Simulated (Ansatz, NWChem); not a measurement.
**Heat of formation of C3H5NO (methoxyacetonitrile) from total energies**

C3H5NO has 10 atoms, charge 0, and is taken as a singlet. SMILES: `COCC#N`. The shape is that of a PBE0-D4/def2-TZVP optimisation. This is one conformer, not always the lowest.

| atom | x (Å) | y (Å) | z (Å) |
| --- | --- | --- | --- |
| C | 0.0025 | -0.1621 | -1.5094 |
| O | 0.6696 | -0.1113 | -0.2727 |
| C | -0.2173 | 0.1160 | 0.7801 |
| C | 0.5183 | 0.1602 | 2.0392 |
| N | 1.0663 | 0.2008 | 3.0474 |
| H | -0.5108 | 0.7838 | -1.7270 |
| H | 0.7585 | -0.3411 | -2.2722 |
| H | -0.7334 | -0.9766 | -1.5347 |
| H | -0.9751 | -0.6792 | 0.8518 |
| H | -0.7534 | 1.0700 | 0.6608 |

Total energies at BP86/LANL2DZ (NWChem 7.3.0); the atoms run unrestricted:

| species | state | energy (Eh) |
| --- | --- | --- |
| C3H5NO | singlet | -247.210658 |
| C | triplet | -37.840320 |
| O | triplet | -75.071210 |
| N | quartet | -54.584833 |
| H | doublet | -0.496713 |

Harmonic wavenumbers at PBE/def2-SVP, in cm⁻¹: 88, 174, 231, 367, 367, 541, 935, 980, 987, 1135, 1148, 1180, 1202, 1347, 1404, 1404, 1414, 1445, 2308, 2873, 2898, 2901, 2957, 3080.

Measured heats of formation of the gaseous atoms at 298.15 K, in kJ/mol: C 716.9, O 249.2, N 472.4, H 218.0. Spin-orbit lowering of the atoms at 298 K (mean of the ground term's levels less their thermal mean, from spectra), in kJ/mol: C 0.02, O 0.40. Take 1 Eh = 2625.50 kJ/mol, 1 cm⁻¹ = 0.0119627 kJ/mol, RT = 2.479 kJ/mol.

Q: Work out the heat of formation of the gas at 298 K.

A: 
1. Electronic atomisation energy: 3 × (-37.840320) + (-75.071210) + (-54.584833) + 5 × (-0.496713) − (-247.210658) = 1.550090 Eh = 4069.8 kJ/mol.
2. Zero-point energy: half the sum of the wavenumbers, 16683 cm⁻¹ = 199.6 kJ/mol.
3. Thermal vibrational enthalpy, Σ hcν̃/(exp(hcν̃/kT) − 1): 7.9 kJ/mol. Translation, rotation and pV of a non-linear molecule: 4 RT = 9.9 kJ/mol.
4. The 10 free atoms carry 5/2 RT each: 62.0 kJ/mol.
5. Spin-orbit coupling lowers the free atoms by 3 × 0.02 + 0.40 = 0.5 kJ/mol.
6. Atomisation enthalpy at 298 K: 4069.8 − 0.5 − 199.6 − 7.9 − 9.9 + 62.0 = 3913.9 kJ/mol.
7. Sum of the atoms' heats of formation: 3962.3 kJ/mol. Heat of formation: 3962.3 − 3913.9 = +48.4 kJ/mol.

No measured value is set beside it here. Anharmonicity and any spin-orbit splitting of the molecule are left out.
